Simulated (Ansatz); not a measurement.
The structure comes from a relaxation in the same program, started in the bcc type, and has space group Im-3m. Whether it is a known phase or the ground state wasn't checked.

Nb: DFT, LDA, PAW with Ansatz's default frozen-core files, scalar-relativistic (Ansatz 0.2.0). What sets it apart from a plain run of this crystal: functional lda.

```yaml
crystal:
  lattice:
    - [-1.6549121188, 1.6549121188, 1.6549121188]
    - [1.6549121188, -1.6549121188, 1.6549121188]
    - [1.6549121188, 1.6549121188, -1.6549121188]
  atoms:
    - { symbol: Nb, position: [0.0, 0.0, 0.0] }
kpoints:
  mp_grid: { grid: [16, 16, 16] }
  band_path:
    path:
      - [0.0, 0.0, 0.0]
      - [0.5, -0.5, 0.5]
      - [0.0, 0.0, 0.5]
      - [0.0, 0.0, 0.0]
      - [0.25, 0.25, 0.25]
      - [0.5, -0.5, 0.5]
      - [0.25, 0.25, 0.25]
      - [0.0, 0.0, 0.5]
    npoints: 5
scf:
  occupations: { method: fermi_dirac, width: 0.08 }
hamiltonian:
  xc: lda
  pseudopotentials: { kind: paw }
output:
  forces: true
  stress: true
  eigenvalues: true
  efg: { contact_densities: true }
```

Output (standing set-up lines are left out):

```
Functional definition: SPW92
  exchange = slater_x
  correlation = pw_c
Basis set: ecut = 420 eV, 369 PW (Γ)
PAW frozen core: Nb, regenerated for the run's functional, and the local potential with it (the file was generated under x = pbe(κ = 0.804, μ = 0.2195149727645171), c = pbe(β = 0.06672455060314922))
Functional: x = slater, c = lda
SCF iter   1: F=—  HF=-4442.582635 eV  |F-HF|=—  |Δ(HF+E_count)|=         —  Δρ=6.17e-3  dr2=1.91e-3  ethr=1.77e-3  ⟨swp⟩=5.0  Hψ=9292  notcnv=0
preconditioner: auto → none  [metal: Δε(μ)=0.006 eV  Ē_g=7.556 eV  σ=0.080 eV  W_gap=0.02  n_scr=0 (ndim 8)  ℏωp=19.5 eV  f_vac=0.000  D(μ)=1.46/eV (n_scr^D=18)]
SCF iter   2: F=—  HF=-4442.582280 eV  |F-HF|=—  |Δ(HF+E_count)|=   3.55e-4  Δρ=3.00e-3  dr2=3.75e-4  ethr=1.47e-5  ⟨swp⟩=1.8  Hψ=3011  notcnv=0
SCF iter   3: F=—  HF=-4442.582221 eV  |F-HF|=—  |Δ(HF+E_count)|=   5.93e-5  Δρ=4.75e-4  dr2=2.67e-5  ethr=2.89e-6  ⟨swp⟩=2.1  Hψ=2515  notcnv=0
SCF iter   4: F=—  HF=-4442.582212 eV  |F-HF|=—  |Δ(HF+E_count)|=   9.56e-6  Δρ=1.02e-4  dr2=8.13e-7  ethr=2.05e-7  ⟨swp⟩=2.9  Hψ=2495  notcnv=0
SCF iter   5: F=—  HF=-4442.582212 eV  |F-HF|=—  |Δ(HF+E_count)|=   4.11e-8  Δρ=4.74e-5  dr2=1.95e-7  ethr=6.25e-9  ⟨swp⟩=2.0  Hψ=2525  notcnv=0
SCF iter   6: F=-4442.582211 eV  HF=-4442.582211 eV  |F-HF|=1.15e-8  |Δ(HF+E_count)|=   8.56e-8  Δρ=1.31e-5  dr2=1.47e-8  ethr=7.69e-10  ⟨swp⟩=4.2  Hψ=4676  notcnv=0
SCF 1 converged in 6 iterations: F = -4442.582211 eV  dr2 = 1.47e-8
  greatest PAW one-centre occupation: 0.997 electrons in one spin orbital (limit 2), on the Nb atom at site 0 (counted from 0), in its partial waves of l = 0
NSCF: frozen V_eff on 36 k-points
SCF converged after 6 iterations
Free energy (F): -4442.582211 eV
Harris-Foulkes:  -4442.582211 eV  (|F-HF|=1.15e-8)
Internal energy: -4442.551359 eV  (E = F + TS)
E sigma→0 (E₀):  -4442.566785 eV
Entropy (-TS):   -0.030852 eV (-30.852 meV/atom)
Fermi energy:    17.378435 eV
--- Per-component energies (eV) ---
  E_band       = -71.951547
  E_kinetic    = 395.099429
  E_local      = -702.564398  (includes V_loc(G=0)·N_el)
  E_nonlocal   = 124.595116
  E_hartree    = 217.261713
  E_xc         = -174.321037
  E_vxc        = -212.490366  (∫ρ·V_xc dr)
  E_paw        = -2965.179183  (= ΣΔE_a)
  E_vpaw       = -111.112164  (= ΣTr[D̂ρ^β])
  E_aug_tail   = 0.000005  (compensation charges beyond the density's cutoff)
  E_ewald      = -1337.868697
  E_core_change = 0.425694  (= ΣΔE_core)
  E_smearing   = -0.030852  (= −TS)
  E_closure    = 0.000000  (closes the sum)
  Σ components = -4442.582211   (vs F -4442.582211, Δ=0.00e0)
--- Forces (eV/Å), atoms counted from 1 ---
  atom   1  Nb    -0.00000000     0.00000000     0.00000000
  max |Σ_I F_I| component: 3.90e-32 eV/Å
--- Stress (GPa, compression-positive) ---
       -9.842333       0.000000       0.000000
        0.000000      -9.842333      -0.000000
       -0.000000      -0.000000      -9.842333
  P = ⅓ Tr σ = -9.8423 GPa (-98.423 kbar)
--- PAW observables at the nuclei: V_zz in 10²¹ V/m², potentials from the cell's mean, atoms counted from 1 ---
  atom   1  Nb V_zz =    -0.000000   η = 0.0000   by run symmetry: forbidden
            electrostatic potential = -6145.120093 V   contact ρ = 538589.145218 e/Å³
--- Band table (eV; the first three rows and the last of 145) ---
  k-point 0: bands = ["-36.8461", "-12.2147", "-12.2147", "-12.2147", "11.4586", "17.7143", "17.7143", "17.7143", "20.5931", "20.5931", "31.5182"]
  k-point 1: bands = ["-36.8370", "-12.2700", "-12.2315", "-12.2151", "11.6194", "17.6158", "17.6917", "17.8682", "20.4417", "20.5937", "31.6498"]
  k-point 2: bands = ["-36.8112", "-12.4253", "-12.2791", "-12.2164", "12.0743", "17.3491", "17.5907", "18.3226", "20.1471", "20.6050", "31.9523"]
  k-point 144: bands = ["-36.4325", "-13.1358", "-13.1358", "-13.1358", "13.6715", "13.6715", "22.9461", "22.9461", "22.9461", "26.3668", "26.3668"]
```

Spin polarisation is left out, and whether a magnetic state lies lower isn't shown here.
